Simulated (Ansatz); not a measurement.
A nudged elastic band was laid between two geometries of CH₃NS (6 atoms, charge 0, multiplicity 1).

The calculation used RKS r2SCAN/6-31G* (Ansatz).

| Quantity | Value |
| --- | --- |
| movable images | 5 |
| climbing image | yes |
| spring | 20.0 eV/Å² |
| optimiser | quadratic models (default) |
| start path | through a guess of the saddle point |
| force threshold | 0.03 eV/Å |
| iteration limit | 60 |
| end points | relaxed |

First end point:

```xyz
6
Properties=species:S:1:pos:R:3
N -0.632 -0.058 -0.362
C 0.526 0.133 0.293
S 1.588 -1.044 0.733
H -0.905 -0.998 -0.624
H -1.242 0.712 -0.604
H 0.707 1.191 0.518
```

Last end point:

```xyz
6
Properties=species:S:1:pos:R:3
N -0.908 0.359 -0.463
C 0.211 0.300 0.141
S 1.057 -1.224 0.422
H 0.115 -1.978 -0.183
H -1.218 1.335 -0.516
H 0.783 1.143 0.554
```

(1) What changes between the two ends?

(2) Give the energies along the band, and the barrier.

(3) What is the geometry of the highest image?

Answers

(1) Bonds broken: N1–H4. Bonds formed: S3–H4.

(2) The run converged. The highest image is number 3 of 0 to 6, 1.78 eV above the first end and 1.13 eV above the last; the last end lies 0.65 eV above the first. Another band between the same ends (5 images) ends at a top of the same energy, where a vibrational analysis finds 1 clearly imaginary mode. The orbitals stay closed-shell, which can raise the energy where a bond breaks towards radicals; this wasn't checked here.

```json
{"image": "0", "path coordinate (Å)": "0.00", "energy (eV)": "0.00", "N1–H4 (Å)": "1.01", "S3–H4 (Å)": "2.84"}
{"image": "1", "path coordinate (Å)": "0.33", "energy (eV)": "0.22", "N1–H4 (Å)": "1.02", "S3–H4 (Å)": "2.43"}
{"image": "2", "path coordinate (Å)": "0.67", "energy (eV)": "1.09", "N1–H4 (Å)": "1.14", "S3–H4 (Å)": "2.02"}
{"image": "3", "path coordinate (Å)": "1.00", "energy (eV)": "1.78", "N1–H4 (Å)": "1.42", "S3–H4 (Å)": "1.68"}
{"image": "4", "path coordinate (Å)": "1.35", "energy (eV)": "1.26", "N1–H4 (Å)": "1.79", "S3–H4 (Å)": "1.42"}
{"image": "5", "path coordinate (Å)": "1.71", "energy (eV)": "0.79", "N1–H4 (Å)": "2.18", "S3–H4 (Å)": "1.36"}
{"image": "6", "path coordinate (Å)": "2.06", "energy (eV)": "0.65", "N1–H4 (Å)": "2.57", "S3–H4 (Å)": "1.35"}
```

(3) 
```xyz
6
Properties=species:S:1:pos:R:3:forces:R:3
N -0.718 0.078 -0.392 0.00 -0.01 0.00
C 0.404 0.267 0.242 -0.01 0.00 -0.01
S 1.180 -1.236 0.483 0.00 0.00 0.00
H -0.292 -1.278 -0.323 0.00 0.00 0.00
H -1.323 0.871 -0.625 0.00 0.00 0.00
H 0.792 1.234 0.569 0.00 0.00 0.00
```

Time of the run: 96 s on 1 thread of Arm Neoverse V2 (shared host), peak memory 0.1 GiB.
